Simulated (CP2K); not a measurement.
# quartet NH2: levels of theory compared

Wanted: a comparison of 4 runs (UB3LYP/6-31G*, AM1, DFTB2-UFF, PM3) of quartet NH2. 

The results are computed with CP2K 2026.2.

1 further run of the same task is left out (set aside as unsound or not needed).

**1. The molecule**

NH2: 3 atoms, total charge 0, spin state quartet. SMILES of the parent species: `[NH2]`. The shape is that of a PBE0-D4/def2-TZVP optimisation. That shape belongs to the parent species and isn't relaxed for this state.

Bond lengths: N1–H2 1.027 Å, N1–H3 1.027 Å. Angles: H2–N1–H3 103.1°.

**2. A single-point energy at UB3LYP/6-31G(d) (spherical functions) (run 1)**

molecule.xyz

```xyz
3

N      0.337090    -0.200010     0.166180
H      0.130750     0.805920     0.159430
H     -0.467840    -0.605900    -0.325600
```

mol.inp

```
&GLOBAL
    PROJECT mol
    RUN_TYPE ENERGY
    PRINT_LEVEL MEDIUM
&END GLOBAL
&FORCE_EVAL
    METHOD QS
    &DFT
        BASIS_SET_FILE_NAME ./6_31gs.basis
        POTENTIAL_FILE_NAME POTENTIAL
        MULTIPLICITY 4
        SPIN_POLARIZED T
        &QS
            METHOD GAPW
            EPS_DEFAULT 1.0E-10
        &END QS
        &MGRID
            CUTOFF 280
            REL_CUTOFF 50
            NGRIDS 4
        &END MGRID
        &POISSON
            PERIODIC NONE
            POISSON_SOLVER MULTIPOLE
        &END POISSON
        &SCF
            SCF_GUESS ATOMIC
            EPS_SCF 1.0E-06
            MAX_SCF 60
            ADDED_MOS 3
            &DIAGONALIZATION
                ALGORITHM STANDARD
            &END DIAGONALIZATION
            &MIXING
                METHOD DIRECT_P_MIXING
                ALPHA 0.4
            &END MIXING
        &END SCF
        &XC
            &XC_FUNCTIONAL
                &HYB_GGA_XC_B3LYP
                &END HYB_GGA_XC_B3LYP
            &END XC_FUNCTIONAL
            &HF
                FRACTION 0.2
                &SCREENING
                    EPS_SCHWARZ 1.0E-10
                &END SCREENING
                &MEMORY
                    MAX_MEMORY 1050
                &END MEMORY
            &END HF
        &END XC
        &PRINT
            &MOMENTS
                PERIODIC F
                REFERENCE COM
                MAX_MOMENT 1
            &END MOMENTS
            &MO ON
                ENERGIES T
                OCCUPATION_NUMBERS T
                NDIGITS 6
                &EACH
                    QS_SCF 0
                &END EACH
                ADD_LAST NUMERIC
            &END MO
            &LOWDIN ON
            &END LOWDIN
            &HIRSHFELD OFF
            &END HIRSHFELD
        &END PRINT
    &END DFT
    &SUBSYS
        &CELL
            ABC 7.8 8.4 7.5
            PERIODIC NONE
        &END CELL
        &TOPOLOGY
            COORD_FILE_NAME molecule.xyz
            COORD_FILE_FORMAT XYZ
            &CENTER_COORDINATES
            &END CENTER_COORDINATES
        &END TOPOLOGY
        &KIND N
            BASIS_SET 6-31Gs
            POTENTIAL ALL
            LEBEDEV_GRID 194
            RADIAL_GRID 100
        &END KIND
        &KIND H
            BASIS_SET 6-31Gs
            POTENTIAL ALL
            LEBEDEV_GRID 194
            RADIAL_GRID 100
        &END KIND
    &END SUBSYS
&END FORCE_EVAL
```

On the command line:

```bash
$ OMP_NUM_THREADS=1 cp2k.psmp mol.inp > mol.out
```

Standard output:

```text
CP2K| version string:                                       CP2K version 2026.2
[...]
 GLOBAL| Method name                                                        CP2K
[...]
 GLOBAL| Run type                                                         ENERGY
[...]
 DFT| Spin unrestricted (spin-polarized) Kohn-Sham calculation               UKS
 DFT| Multiplicity                                                             4
[...]
 DFT| Charge                                                                   0
[...]
 FUNCTIONAL| HYB_GGA_XC_B3LYP:
[...]
 QS| Method:                                                                GAPW
[...]
 QS| Density cutoff [a.u.]:                                                140.0
[...]
 QS| Relative density cutoff [a.u.]:                                        25.0
[...]
                             - Atoms:                                          3
[...]
                             - Spherical basis functions:                     18
[...]
 Number of electrons:                                                          6
[...]
     1 P_Mix/Diag. 0.40E+00    3.3     1.40386739       -56.0782183320 -5.61E+01
[...]
    16 DIIS/Diag.  0.10E-06    4.5     0.00000027       -55.5594208518 -2.34E-13
  *** SCF run converged in    16 steps ***
[...]
  Overlap energy of the core charge distribution:               0.00000024575761
  Self energy of the core charge distribution:                -50.62052466092338
  Core Hamiltonian energy:                                     -6.27787590629775
  Hartree energy:                                              17.79907931905148
  Exchange-correlation energy:                                 -2.59996780019927
  Hartree-Fock Exchange energy:                                -1.45152724742175
[...]
  Ideal and single determinant S**2 :                    3.750000       3.751793
[...]
                     Mulliken Population Analysis
 #  Atom  Element  Kind  Atomic population (alpha,beta) Net charge  Spin moment
       1     N        1         4.300165     2.530101     0.169733     1.770064
       2     H        2         0.849280     0.234976    -0.084256     0.614304
       3     H        2         0.850555     0.234922    -0.085477     0.615633
 # Total charge and spin        6.000000     3.000000    -0.000000     3.000000
[...]
  Dipole moment [Debye]
    X=  0.1040431E+01 Y= -0.6133274E+00 Z=  0.5135254E+00  Total=      1.3123930
 ENERGY| Total FORCE_EVAL ( QS ) energy [hartree]            -55.559420851798436
[...]
```

Wall time 83 s (1 thread of Intel Xeon Platinum 8259CL at 2.50GHz (Skylake/Cascade Lake), shared host); peak memory 0.46 GiB.

**3. A single-point energy at AM1 (run 2)**

qs.inp

```
&GLOBAL
 PROJECT_NAME qs
 RUN_TYPE ENERGY
 PRINT_LEVEL MEDIUM
&END GLOBAL
&FORCE_EVAL
 METHOD QS
 &DFT
  MULTIPLICITY 4
  SPIN_POLARIZED T
  &QS
   METHOD AM1
   EPS_DEFAULT 1.0E-10
   &SE
    &COULOMB
     CUTOFF [angstrom] 50
     RC_RANGE [angstrom] 0
    &END COULOMB
    &EXCHANGE
     CUTOFF [angstrom] 50
     RC_RANGE [angstrom] 0
    &END EXCHANGE
   &END SE
  &END QS
  &POISSON
   PERIODIC NONE
   POISSON_SOLVER ANALYTIC
  &END POISSON
  &SCF
   SCF_GUESS ATOMIC
   EPS_SCF 1.0E-06
   MAX_SCF 100
   ADDED_MOS 2
   &DIAGONALIZATION
    ALGORITHM STANDARD
   &END DIAGONALIZATION
   &MIXING
    METHOD DIRECT_P_MIXING
    ALPHA 0.4
   &END MIXING
  &END SCF
  &PRINT
   &MOMENTS
    PERIODIC F
    REFERENCE COM
    MAX_MOMENT 1
   &END MOMENTS
   &MO ON
    ENERGIES T
    OCCUPATION_NUMBERS T
    NDIGITS 6
    &EACH
     QS_SCF 0
    &END EACH
    ADD_LAST NUMERIC
   &END MO
   &HIRSHFELD OFF
   &END HIRSHFELD
  &END PRINT
 &END DFT
 &SUBSYS
  &CELL
   ABC 10.8 11.4 10.5
   PERIODIC NONE
  &END CELL
  &COORD
   N      5.802465     5.399980     5.495890
   H      5.596125     6.405910     5.489140
   H      4.997535     4.994090     5.004110
  &END COORD
 &END SUBSYS
&END FORCE_EVAL
```

On the command line:

```bash
$ OMP_NUM_THREADS=1 cp2k.psmp -i qs.inp > qs.out 2>&1
```

Standard output:

```text
CP2K| version string:                                       CP2K version 2026.2
[...]
 GLOBAL| Method name                                                        CP2K
[...]
 GLOBAL| Run type                                                         ENERGY
[...]
 *** WARNING in qs_environment.F:2210 :: More added MOs requested than     ***
 *** available. The full set of unoccupied MOs will be used. Use           ***
 *** 'ADDED_MOS -1' to always use all available MOs and to get rid of this ***
[...]
                             - Atoms:                                          3
[...]
                             - Spherical basis functions:                      6
[...]
 Number of electrons:                                                          5
[...]
     1 P_Mix/Diag. 0.40E+00    0.0     0.56616390        -6.7730951344 -6.77E+00
[...]
    13 DIIS/Diag.  0.13E-06    0.0     0.00000012        -8.3426417260 -1.22E-12
  *** SCF run converged in    13 steps ***
  Core-core repulsion energy [eV]:                            114.55690743284102
  Core Hamiltonian energy [eV]:                              -348.19946829897481
  Two-electron integral energy [eV]:                           13.25546896569304
  Electronic energy [eV]:                                    -341.57173381612824
  Total energy [eV]:                                         -227.01482638328724
  Atomic reference energy [eV]:                               234.61945315095906
  Heat of formation [kcal/mol]:                               175.36687321392012
[...]
 SE_DIPOLE| Moment [Debye]         -0.49947841       0.29648928      -0.24621681
 SE_DIPOLE| Derivative [a.u.]       0.00000000       0.00000000       0.00000000
 ENERGY| Total FORCE_EVAL ( QS ) energy [hartree]             -8.342641725977138
[...]
```

Wall time 1.6 s (1 thread of Intel Xeon Platinum 8259CL at 2.50GHz (Skylake/Cascade Lake), shared host); peak memory 0.19 GiB.

Run 3 isn't shown in full; the table further down has it.

**4. A single-point energy at PM3 (run 4)**

calc.inp

```
&FORCE_EVAL
   METHOD QUICKSTEP
   &DFT
      MULTIPLICITY 4
      UKS T
      &QS
         METHOD PM3
         EPS_DEFAULT 1.0E-10
         &SE
            &COULOMB
               CUTOFF [angstrom] 50
               RC_RANGE [angstrom] 0
            &END COULOMB
            &EXCHANGE
               CUTOFF [angstrom] 50
               RC_RANGE [angstrom] 0
            &END EXCHANGE
         &END SE
      &END QS
      &POISSON
         PERIODIC NONE
         POISSON_SOLVER ANALYTIC
      &END POISSON
      &SCF
         SCF_GUESS ATOMIC
         EPS_SCF 1.0E-07
         MAX_SCF 150
         ADDED_MOS 4
         &DIAGONALIZATION
            ALGORITHM STANDARD
         &END DIAGONALIZATION
         &MIXING
            METHOD DIRECT_P_MIXING
            ALPHA 0.4
         &END MIXING
      &END SCF
      &PRINT
         &MOMENTS
            PERIODIC F
            REFERENCE COM
            MAX_MOMENT 1
         &END MOMENTS
         &MO ON
            ENERGIES T
            OCCUPATION_NUMBERS T
            NDIGITS 6
            &EACH
               QS_SCF 0
            &END EACH
            ADD_LAST NUMERIC
         &END MO
         &HIRSHFELD OFF
         &END HIRSHFELD
      &END PRINT
   &END DFT
   &SUBSYS
      &CELL
         ABC 16.8 17.4 16.5
         PERIODIC NONE
      &END CELL
      &COORD
         UNIT bohr
         N      0.6370078    -0.3779641     0.3140347
         H      0.2470817     1.5229681     0.3012790
         H     -0.8840895    -1.1449851    -0.6152948
      &END COORD
      &TOPOLOGY
         &CENTER_COORDINATES
         &END CENTER_COORDINATES
      &END TOPOLOGY
   &END SUBSYS
&END FORCE_EVAL

&GLOBAL
   PROJECT_NAME calc
   RUN_TYPE ENERGY
   PRINT_LEVEL MEDIUM
&END GLOBAL
```

On the command line:

```bash
$ OMP_NUM_THREADS=1 cp2k.psmp -i calc.inp -o calc.out
```

Standard output:

```text
CP2K| version string:                                       CP2K version 2026.2
[...]
 GLOBAL| Method name                                                        CP2K
[...]
 GLOBAL| Run type                                                         ENERGY
[...]
 *** WARNING in qs_environment.F:2210 :: More added MOs requested than     ***
 *** available. The full set of unoccupied MOs will be used. Use           ***
 *** 'ADDED_MOS -1' to always use all available MOs and to get rid of this ***
[...]
                             - Atoms:                                          3
[...]
                             - Spherical basis functions:                      6
[...]
 Number of electrons:                                                          5
[...]
     1 P_Mix/Diag. 0.40E+00    0.0     0.57261896        -5.4757873011 -5.48E+00
[...]
    16 DIIS/Diag.  0.98E-07    0.0     0.00000010        -6.8567562028 -1.66E-13
  *** SCF run converged in    16 steps ***
  Core-core repulsion energy [eV]:                            113.56804724253391
  Core Hamiltonian energy [eV]:                              -275.95625688988264
  Two-electron integral energy [eV]:                          -48.38723079768997
  Electronic energy [eV]:                                    -300.14987228872764
  Total energy [eV]:                                         -186.58182504619370
  Atomic reference energy [eV]:                               193.17927365095906
  Heat of formation [kcal/mol]:                               152.14079117277333
[...]
 SE_DIPOLE| Moment [Debye]         -0.89737553       0.53255267      -0.44237304
 SE_DIPOLE| Derivative [a.u.]       0.00000000       0.00000000       0.00000000
 ENERGY| Total FORCE_EVAL ( QS ) energy [hartree]             -6.856756202835998
[...]
```

Wall time 1.7 s (1 thread of Intel Xeon Platinum 8259CL at 2.50GHz (Skylake/Cascade Lake), shared host); peak memory 0.19 GiB.

**5. The series**

| run | level | scheme | iteration cap | energy (Eh) | dipole moment (D) | HOMO energy (eV) | wall time |
| --- | --- | --- | --- | --- | --- | --- | --- |
| 1 | UB3LYP/6-31G* (spherical functions) | GAPW | 60 | -55.559421 | 1.31 | -0.69 | 83 s |
| 2 | AM1 | – | 100 | -8.342642 | 0.63 | -5.54 | 1.6 s |
| 3 | DFTB2-UFF | – | 30 | -2.348844 | 0.02 | – | 3.3 s |
| 4 | PM3 | – | 150 | -6.856756 | 1.13 | -5.77 | 1.7 s |

**6. Results**

| quantity | value |
| --- | --- |
| run 4: total energy | -6.85676 Eh |
| run 4: dipole moment | 1.13 D |
| run 4: HOMO energy (highest over α and β) | -5.77 eV |
| run 4: LUMO energy (lowest over α and β) | -1.61 eV |
| run 4: heat of formation | 152.1 kcal/mol |

The dipole moment (its size) runs from 0.02 D (DFTB2-UFF) to 1.31 D (UB3LYP/6-31G*). The two ends differ in method and basis and Hamiltonian. Some of these are taken from atomic charges alone. Force-field and semi-empirical energies have zeros of their own, so their totals don't compare. All runs together took 90 s, the longest 83 s.
